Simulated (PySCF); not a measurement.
formaldehyde (CH₂O), SMILES C=O. Geometry: PBE-D3(BJ)/def2-TZVPD.

Level of theory: PBE-D3(BJ)/def2-TZVPD in PySCF.

Harmonic wavenumbers (cm⁻¹): 1148, 1218, 1477, 1762, 2794, 2840. Rotational constants (GHz): 278.9, 38.51, 33.84; symmetry number 2.

### Question
Work out the zero-point energy and the ideal-gas rigid-rotor harmonic-oscillator thermochemistry at 298.15 K and 1 atm.

### Answer
ZPE = ½ Σ hcν = ½ × 11238 cm⁻¹ = 16.06 kcal/mol. H − E(el) = 18.46 kcal/mol. Entropy in cal/(mol K): translation 36.13, rotation 16.05, vibration 0.11, total 52.29. G − E(el) = 2.87 kcal/mol. Cp = 8.49 cal/(mol K).
